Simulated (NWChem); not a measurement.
# PH3 (phosphine): wB97X/MINI

What is the vertical ionisation energy of PH3 (phosphine) at wB97X/MINI? 

The calculation is run with NWChem 7.3.0.

1 further run of the same task is left out (set aside as unsound or not needed).

## Step 1: The structure to begin with

PH3: 4 atoms, total charge 0, spin state singlet. As SMILES, `P`. The coordinates come from a PBE0-D4/def2-TZVP relaxation.

Bond lengths: P1–H2 1.420 Å, P1–H3 1.420 Å, P1–H4 1.420 Å. Angles: H2–P1–H3 93.1°, H2–P1–H4 93.1°, H3–P1–H4 93.1°.

## Step 2: A single-point energy at wB97X/MINI

Input file m1.nw:

```
start m1
memory 2200 mb
geometry noautosym nocenter noautoz
  P      0.346000    -0.326500    -0.332800
  H      0.630900    -0.034000     1.027000
  H     -1.005500    -0.663000    -0.057200
  H      0.028700     1.023500    -0.636900
end
basis spherical bse
  * library MINI
end
dft
  xc wb97x
  mult 1
  grid fine
  convergence energy 1e-08
  maxiter 100
  mulliken
  noprint "final vectors analysis"
end
task dft energy
```

Command:

```console
nwchem m1.nw > m1.out
```

Log, cut to the lines that bear on the results:

```text
[...]
          Wavefunction type:  closed shell.
          No. of atoms     :     4
          No. of electrons :    18
[...]
          Charge           :     0
          Spin multiplicity:     1
[...]
          AO basis - number of functions:    12
[...]
              XC Information
              --------------
                       wb97x  Method XC Functional
                     Hartree-Fock (Exact) Exchange  1.000
                         wb97x Exchange Functional  1.000
                      wb97x Correlation Functional  1.000
[...]
 d= 0,ls=0.0,diis     1   -341.2643851688 -3.59D+02  1.54D-02  3.32D-02     0.4
[...]
 d= 0,ls=0.0,diis     6   -341.2678210997 -5.96D-09  5.38D-07  1.82D-12     1.8
         Total DFT energy =     -341.267821099678
      One electron energy =     -504.377297073440
           Coulomb energy =      169.622708989892
    Exchange-Corr. energy =      -24.055856128430
 Nuclear repulsion energy =       17.542623112300
[...]
      Total Density - Mulliken Population Analysis
     ---------------------------------------------
    Atom       Charge   Shell Charges
 -----------   ------   -------------------------------------------------------
    1 P   15    15.10   2.00  2.00  1.77  5.95  3.38
    2 H    1     0.97   0.97
    3 H    1     0.97   0.97
    4 H    1     0.97   0.97
[...]
```

Run time: 2.3 s. Hardware: 1 thread of Intel Xeon Platinum 8488C (Sapphire Rapids), shared host; peak memory 0.11 GiB.

## Step 3: The doublet cation at the same level

Input file job.nw:

```
start job
memory total 2200 mb
charge 1

geometry units angstroms noautosym nocenter noautoz
  P     0.346000   -0.326500   -0.332800
  H     0.630900   -0.034000    1.027000
  H    -1.005500   -0.663000   -0.057200
  H     0.028700    1.023500   -0.636900
end

basis spherical bse
  P library MINI
  H library MINI
end

dft
  xc wb97x
  mult 2
  grid fine
  convergence energy 1e-08
  iterations 100
  mulliken
  print low
end

task dft
```

Command:

```console
nwchem job.nw > job.out
```

Log, cut to the lines that bear on the results:

```text
[...]
 d= 0,ls=0.0,diis     1   -340.7759879368 -3.58D+02  2.70D-02  7.25D-02     0.4
[...]
 d= 0,ls=0.0,diis     7   -340.8123773524 -4.89D-09  1.98D-06  4.35D-11     2.3
[...]
         Total DFT energy =     -340.812377352433
      One electron energy =     -497.399625865534
           Coulomb energy =      162.709386770335
    Exchange-Corr. energy =      -23.664761369534
 Nuclear repulsion energy =       17.542623112300
[...]
      Total Density - Mulliken Population Analysis
     ---------------------------------------------
    Atom       Charge   Shell Charges
 -----------   ------   -------------------------------------------------------
    1 P   15    14.68   2.00  2.00  1.64  5.95  3.09
    2 H    1     0.77   0.77
    3 H    1     0.77   0.77
    4 H    1     0.77   0.77
[...]
      <S2> =      0.7508 (Exact =     0.7500)
[...]
```

Run time: 2.9 s. Hardware: 1 thread of Intel Xeon Platinum 8488C (Sapphire Rapids), shared host; peak memory 0.11 GiB.

## Step 4: Summary of results

At wB97X/MINI:

| quantity | value |
| --- | --- |
| singlet PH3: total energy | -341.26782 Eh |
| singlet PH3: dipole moment | 1.16 D |
| doublet cation: total energy | -340.81238 Eh |
| doublet cation: ⟨S²⟩ | 0.751 |
| vertical ionisation energy (to the doublet cation) | 12.393 eV |

What this shows: The vertical ionisation energy comes to 12.39 eV (286 kcal/mol). In a minimal basis such a difference can be off by several eV, whatever the method. Mulliken charges (singlet PH3) run from -0.10 on P1 to +0.03 on H2; they depend strongly on the basis.
